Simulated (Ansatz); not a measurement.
# C2H3FO (singlet): wB97M-V, B2PLYP, RPA-PBE over a series of basis sets

Aim: see how these functionals change with the basis for C2H3FO (singlet), beside the wave-function levels in the same sets.

Computed with Ansatz 0.2.0, Gaussian basis. Level: all electrons in the functionals, frozen cores in the correlation of double hybrids and RPA.

Plan: wB97M-V, B2PLYP, RPA-PBE, at STO-3G; 6-31G; 6-31G*; cc-pVDZ; cc-pVTZ; cc-pVQZ.

20 further runs of the same task are left out: 2 that didn't finish, 18 set aside as unsound or not needed.

### 1 What is computed

The geometry is an MP2(full)/6-31G* stationary point (not a proven minimum).

7 atoms, charge 0, spin multiplicity 1.

Atoms are counted from 1 here; the program's logs count them from 0.

Bond lengths: C1–O2 1.198 Å, C1–F3 1.368 Å, C1–C4 1.493 Å, C4–H5 1.088 Å, C4–H6 1.092 Å, C4–H7 1.092 Å. Angles: O2–C1–F3 120.7°, O2–C1–C4 129.3°, F3–C1–C4 110.1°, C1–C4–H5 109.7°, C1–C4–H6 109.4°, C1–C4–H7 109.4°, H5–C4–H6 110.3°, H5–C4–H7 110.3°, H6–C4–H7 107.7°.

No dispersion term is added; wB97M-V holds VV10 nonlocal correlation.

### 2 wB97M-V, STO-3G

in.yaml

```yaml
crystal:
  periodic: [false, false, false]
  atoms:
    - {symbol: C, position_ang: [0.081969, 0.137779, 0.000000]}
    - {symbol: O, position_ang: [0.208620, 1.328582, 0.000000]}
    - {symbol: F, position_ang: [-1.161981, -0.431362, 0.000000]}
    - {symbol: C, position_ang: [1.131423, -0.924841, 0.000000]}
    - {symbol: H, position_ang: [2.117852, -0.465716, 0.000000]}
    - {symbol: H, position_ang: [1.006838, -1.557024, 0.881549]}
    - {symbol: H, position_ang: [1.006838, -1.557024, -0.881549]}
basis:
  gaussian: {orbitals: STO-3G}
magnetization: {spin_polarized: true, initial_magnetization: 0}
hamiltonian: {xc: {name: wB97M-V}}
output: {orbitals: {seedname: orbitals}}
```

Launch:

```console
$ ansatz run in.yaml --threads 1 --pin off --events-out ev --progress --plain --max-ram 4096MiB --backend cpu
```

Standard output, cut to the lines that bear on the results:

```text
Functional definition: wB97M-V
  name "wB97M-V"
  cite "Mardirossian & Head-Gordon, J. Chem. Phys. 144, 214110 (2016) doi:10.1063/1.4952647"
  cite "Becke, J. Chem. Phys. 107, 8554 (1997) doi:10.1063/1.475007"
  cite "Vydrov & Van Voorhis, J. Chem. Phys. 133, 244103 (2010) doi:10.1063/1.3521275"
  # Of w^i u^j: cxij and so on, Table III.
[...]
  gx(w, u) = 1 - cx + cx01*u + cx10*w
  gss(w, u) = css00 + css04*u^4 + css10*w + css20*w^2 + css43*w^4*u^3
  gos(w, u) = cos00 + cos10*w + (cos20 + cos21*u)*w^2 + (cos60 + cos61*u)*w^6
[...]
      + integral(e_c_pw_mod_opposite_spin*gos(b97_w_opposite, b97_u_opposite)) + vv10(b, c)
329 factors; integrals over basis functions are off by at most 3.5e-5 eV
108 factors; integrals over basis functions are off by at most 1.7e-6 eV
[...]
mean field -6792.77789404 eV, -249.6299832956 hartree, gradient 5.6e-5 eV, S^2 0.000000; 0 other end points of the search recorded, 0 dependent functions left out
reference -6792.77791143 eV, -249.6299839349 hartree; 16, 16 occupied and 7, 7 virtual orbitals, 329 factors
Total energy: -6792.77791143 eV, -249.6299839349 hartree
```

Wall time 3.2 s (1 thread of AMD EPYC 7R13, shared host).

From the report: ⟨S²⟩ of the determinant 0.000 (pure singlet: 0.00).

### 3 wB97M-V, 6-31G

Edit in.yaml of step 2 so:

```diff
@@ -11,4 +11,3 @@
 basis:
-  gaussian: {orbitals: STO-3G}
-magnetization: {spin_polarized: true, initial_magnetization: 0}
+  gaussian: {orbitals: 6-31G}
 hamiltonian: {xc: {name: wB97M-V}}
```

Launched as before.

Standard output, cut to the lines that bear on the results:

```text
Functional definition: wB97M-V
  name "wB97M-V"
  cite "Mardirossian & Head-Gordon, J. Chem. Phys. 144, 214110 (2016) doi:10.1063/1.4952647"
  cite "Becke, J. Chem. Phys. 107, 8554 (1997) doi:10.1063/1.475007"
  cite "Vydrov & Van Voorhis, J. Chem. Phys. 133, 244103 (2010) doi:10.1063/1.3521275"
  # Of w^i u^j: cxij and so on, Table III.
[...]
  gx(w, u) = 1 - cx + cx01*u + cx10*w
  gss(w, u) = css00 + css04*u^4 + css10*w + css20*w^2 + css43*w^4*u^3
  gos(w, u) = cos00 + cos10*w + (cos20 + cos21*u)*w^2 + (cos60 + cos61*u)*w^6
[...]
      + integral(e_c_pw_mod_opposite_spin*gos(b97_w_opposite, b97_u_opposite)) + vv10(b, c)
500 factors; integrals over basis functions are off by at most 1.9e-4 eV
192 factors; integrals over basis functions are off by at most 4.1e-6 eV
[...]
mean field -6882.69999156 eV, -252.9345594283 hartree, gradient 7.9e-6 eV, S^2 0.000000; 0 other end points of the search recorded, 0 dependent functions left out
reference -6882.70001142 eV, -252.9345601581 hartree; 16, 16 occupied and 26, 26 virtual orbitals, 500 factors
Total energy: -6882.70001142 eV, -252.9345601581 hartree
```

Run time: 3 s. Hardware: 1 thread of AMD EPYC 7R13, shared host.

### 4 wB97M-V, 6-31G*

Edit in.yaml of step 3 so:

```diff
@@ -11,3 +11,3 @@
 basis:
-  gaussian: {orbitals: 6-31G}
+  gaussian: {orbitals: "6-31G*"}
 hamiltonian: {xc: {name: wB97M-V}}
```

The command is unchanged.

Standard output, cut to the lines that bear on the results:

```text
Functional definition: wB97M-V
  name "wB97M-V"
  cite "Mardirossian & Head-Gordon, J. Chem. Phys. 144, 214110 (2016) doi:10.1063/1.4952647"
  cite "Becke, J. Chem. Phys. 107, 8554 (1997) doi:10.1063/1.475007"
  cite "Vydrov & Van Voorhis, J. Chem. Phys. 133, 244103 (2010) doi:10.1063/1.3521275"
  # Of w^i u^j: cxij and so on, Table III.
[...]
  gx(w, u) = 1 - cx + cx01*u + cx10*w
  gss(w, u) = css00 + css04*u^4 + css10*w + css20*w^2 + css43*w^4*u^3
  gos(w, u) = cos00 + cos10*w + (cos20 + cos21*u)*w^2 + (cos60 + cos61*u)*w^6
[...]
      + integral(e_c_pw_mod_opposite_spin*gos(b97_w_opposite, b97_u_opposite)) + vv10(b, c)
725 factors; their error is unknown
151 factors; integrals over basis functions are off by at most 3.6e-6 eV
[...]
mean field -6884.72002717 eV, -253.0087943675 hartree, gradient 4.2e-5 eV, S^2 0.000000; 0 other end points of the search recorded, 0 dependent functions left out
reference -6884.72004690 eV, -253.0087950925 hartree; 16, 16 occupied and 50, 50 virtual orbitals, 725 factors
Total energy: -6884.72004690 eV, -253.0087950925 hartree
```

Wall time 3.6 s (1 thread of AMD EPYC 7R13, shared host).

### 5 wB97M-V, cc-pVDZ

Edit in.yaml of step 4 so:

```diff
@@ -11,3 +11,3 @@
 basis:
-  gaussian: {orbitals: "6-31G*"}
+  gaussian: {orbitals: cc-pVDZ}
 hamiltonian: {xc: {name: wB97M-V}}
```

Launched as before.

Standard output, cut to the lines that bear on the results:

```text
Functional definition: wB97M-V
  name "wB97M-V"
  cite "Mardirossian & Head-Gordon, J. Chem. Phys. 144, 214110 (2016) doi:10.1063/1.4952647"
  cite "Becke, J. Chem. Phys. 107, 8554 (1997) doi:10.1063/1.475007"
  cite "Vydrov & Van Voorhis, J. Chem. Phys. 133, 244103 (2010) doi:10.1063/1.3521275"
  # Of w^i u^j: cxij and so on, Table III.
[...]
  gx(w, u) = 1 - cx + cx01*u + cx10*w
  gss(w, u) = css00 + css04*u^4 + css10*w + css20*w^2 + css43*w^4*u^3
  gos(w, u) = cos00 + cos10*w + (cos20 + cos21*u)*w^2 + (cos60 + cos61*u)*w^6
[...]
      + integral(e_c_pw_mod_opposite_spin*gos(b97_w_opposite, b97_u_opposite)) + vv10(b, c)
805 factors; their error is unknown
185 factors; integrals over basis functions are off by at most 4.6e-6 eV
[...]
mean field -6885.21434663 eV, -253.0269602729 hartree, gradient 2.9e-5 eV, S^2 0.000000; 0 other end points of the search recorded, 0 dependent functions left out
reference -6885.21437185 eV, -253.0269611996 hartree; 16, 16 occupied and 55, 55 virtual orbitals, 805 factors
Total energy: -6885.21437185 eV, -253.0269611996 hartree
```

Wall time 3.8 s (1 thread of AMD EPYC 7R13, shared host).

### 6 wB97M-V, cc-pVTZ

Edit in.yaml of step 5 so:

```diff
@@ -11,4 +11,4 @@
 basis:
-  gaussian: {orbitals: cc-pVDZ}
+  gaussian: {orbitals: cc-pVTZ}
 hamiltonian: {xc: {name: wB97M-V}}
-output: {orbitals: {seedname: orbitals}}
+output: {forces: true, orbitals: {seedname: orbitals}}
```

Launch:

```console
$ ansatz run in.yaml --threads 2 --pin off --events-out ev --progress --plain --max-ram 24576MiB --backend cuda --devices 0, --max-vram 18GiB
```

Standard output, cut to the lines that bear on the results:

```text
Functional definition: wB97M-V
  name "wB97M-V"
  cite "Mardirossian & Head-Gordon, J. Chem. Phys. 144, 214110 (2016) doi:10.1063/1.4952647"
  cite "Becke, J. Chem. Phys. 107, 8554 (1997) doi:10.1063/1.475007"
  cite "Vydrov & Van Voorhis, J. Chem. Phys. 133, 244103 (2010) doi:10.1063/1.3521275"
  # Of w^i u^j: cxij and so on, Table III.
[...]
  gx(w, u) = 1 - cx + cx01*u + cx10*w
  gss(w, u) = css00 + css04*u^4 + css10*w + css20*w^2 + css43*w^4*u^3
  gos(w, u) = cos00 + cos10*w + (cos20 + cos21*u)*w^2 + (cos60 + cos61*u)*w^6
[...]
      + integral(e_c_pw_mod_opposite_spin*gos(b97_w_opposite, b97_u_opposite)) + vv10(b, c)
821 factors; their error is unknown
195 factors; integrals over basis functions are off by at most 9.5e-6 eV
[...]
mean field -6887.53096712 eV, -253.1120945055 hartree, gradient 5.4e-5 eV, S^2 0.000000; 0 other end points of the search recorded, 0 dependent functions left out
[...]
reference -6887.53099774 eV, -253.1120956307 hartree; 16, 16 occupied and 146, 146 virtual orbitals, 821 factors
Total energy: -6887.53099774 eV, -253.1120956307 hartree
Atom 0 at     0.081969     0.137779     0.000000 Å, force    -0.123414     1.210325    -0.000000 eV/Å
Atom 1 at     0.208620     1.328582     0.000000 Å, force    -0.273835    -1.641013     0.000000 eV/Å
Atom 2 at    -1.161981    -0.431362     0.000000 Å, force     0.450775     0.328314    -0.000000 eV/Å
Atom 3 at     1.131423    -0.924841     0.000000 Å, force     0.082832     0.011224    -0.000000 eV/Å
Atom 4 at     2.117852    -0.465716     0.000000 Å, force    -0.129558    -0.054711    -0.000000 eV/Å
Atom 5 at     1.006838    -1.557024     0.881549 Å, force    -0.003400     0.072931    -0.099996 eV/Å
Atom 6 at     1.006838    -1.557024    -0.881549 Å, force    -0.003400     0.072931     0.099996 eV/Å
Dipole moment:     0.347742    -0.508511    -0.000000 e Å
```

It took 16 s on 1 × H100 (card shared with other runs) with 2 threads of AMD EPYC 7R13, shared host; peak host memory 0.81 GiB.

### 7 wB97M-V, cc-pVQZ

Edit in.yaml of step 6 so:

```diff
@@ -11,4 +11,4 @@
 basis:
-  gaussian: {orbitals: cc-pVTZ}
+  gaussian: {orbitals: cc-pVQZ}
 hamiltonian: {xc: {name: wB97M-V}}
-output: {forces: true, orbitals: {seedname: orbitals}}
+output: {orbitals: {seedname: orbitals}}
```

Same command.

Standard output, cut to the lines that bear on the results:

```text
Functional definition: wB97M-V
  name "wB97M-V"
  cite "Mardirossian & Head-Gordon, J. Chem. Phys. 144, 214110 (2016) doi:10.1063/1.4952647"
  cite "Becke, J. Chem. Phys. 107, 8554 (1997) doi:10.1063/1.475007"
  cite "Vydrov & Van Voorhis, J. Chem. Phys. 133, 244103 (2010) doi:10.1063/1.3521275"
  # Of w^i u^j: cxij and so on, Table III.
[...]
  gx(w, u) = 1 - cx + cx01*u + cx10*w
  gss(w, u) = css00 + css04*u^4 + css10*w + css20*w^2 + css43*w^4*u^3
  gos(w, u) = cos00 + cos10*w + (cos20 + cos21*u)*w^2 + (cos60 + cos61*u)*w^6
[...]
      + integral(e_c_pw_mod_opposite_spin*gos(b97_w_opposite, b97_u_opposite)) + vv10(b, c)
909 factors; their error is unknown
219 factors; integrals over basis functions are off by at most 8.0e-6 eV
[...]
mean field -6888.13699805 eV, -253.1343657313 hartree, gradient 1.5e-5 eV, S^2 0.000000; 0 other end points of the search recorded, 0 dependent functions left out
reference -6888.13703441 eV, -253.1343670676 hartree; 16, 16 occupied and 294, 294 virtual orbitals, 909 factors
Total energy: -6888.13703441 eV, -253.1343670676 hartree
```

Run time: 15 s. Hardware: 1 × H100 (card shared with other runs) with 2 threads of AMD EPYC 7R13, shared host; peak host memory 0.88 GiB.

### 8 B2PLYP, STO-3G

Edit in.yaml of step 7 so:

```diff
@@ -11,4 +11,5 @@
 basis:
-  gaussian: {orbitals: cc-pVQZ}
-hamiltonian: {xc: {name: wB97M-V}}
-output: {orbitals: {seedname: orbitals}}
+  gaussian: {orbitals: STO-3G}
+magnetization: {spin_polarized: true, initial_magnetization: 0}
+hamiltonian: {xc: {name: B2PLYP}}
+correlation: {electrons: outside_noble_gas}
```

Launch:

```console
$ ansatz run in.yaml --threads 1 --pin off --events-out ev --progress --plain --max-ram 4096MiB --backend cpu
```

Standard output, cut to the lines that bear on the results:

```text
Functional definition: B2PLYP
  name "B2PLYP"
  cite "Grimme, J. Chem. Phys. 124, 034108 (2006) doi:10.1063/1.2148954"
  cite "Becke, Phys. Rev. A 38, 3098 (1988) doi:10.1103/PhysRevA.38.3098"
  cite "Lee, Yang & Parr, Phys. Rev. B 37, 785 (1988) doi:10.1103/PhysRevB.37.785"
[...]
329 factors; integrals over basis functions are off by at most 3.5e-5 eV
[...]
mean field -6781.79434155 eV, -249.2263451866 hartree, gradient 6.0e-6 eV, S^2 0.000000; 0 other end points of the search recorded, 0 dependent functions left out
4 core orbitals not correlated: weight in the atoms' cores, before any rotation towards them, 1.000 or more for the frozen orbitals, at most 0.000 for the correlated occupied ones
reference -6781.79442538 eV, -249.2263482675 hartree; 12, 12 occupied and 7, 7 virtual orbitals, 329 factors
second order -6.77546253 eV of doubles, -0.00000000 eV of singles
Total energy: -6783.62380027 eV, -249.2935765545 hartree
```

It took 1 s on 1 thread of AMD EPYC 7R13, shared host.

From the report: ⟨S²⟩ of the determinant 0.000 (pure singlet: 0.00).

### 9 B2PLYP, 6-31G

Edit in.yaml of step 8 so:

```diff
@@ -11,4 +11,3 @@
 basis:
-  gaussian: {orbitals: STO-3G}
-magnetization: {spin_polarized: true, initial_magnetization: 0}
+  gaussian: {orbitals: 6-31G}
 hamiltonian: {xc: {name: B2PLYP}}
```

Same command.

Standard output, cut to the lines that bear on the results:

```text
Functional definition: B2PLYP
  name "B2PLYP"
  cite "Grimme, J. Chem. Phys. 124, 034108 (2006) doi:10.1063/1.2148954"
  cite "Becke, Phys. Rev. A 38, 3098 (1988) doi:10.1103/PhysRevA.38.3098"
  cite "Lee, Yang & Parr, Phys. Rev. B 37, 785 (1988) doi:10.1103/PhysRevB.37.785"
[...]
500 factors; integrals over basis functions are off by at most 1.9e-4 eV
[...]
mean field -6872.94355078 eV, -252.5760168428 hartree, gradient 4.0e-6 eV, S^2 0.000000; 0 other end points of the search recorded, 0 dependent functions left out
4 core orbitals not correlated: weight in the atoms' cores, before any rotation towards them, 1.000 or more for the frozen orbitals, at most 0.000 for the correlated occupied ones
reference -6872.94363312 eV, -252.5760198688 hartree; 12, 12 occupied and 26, 26 virtual orbitals, 500 factors
second order -14.78845619 eV of doubles, -0.00000000 eV of singles
Total energy: -6876.93651630 eV, -252.7227556189 hartree
```

Run time: 1.1 s. Hardware: 1 thread of AMD EPYC 7R13, shared host.

[end of part 1 of 2]
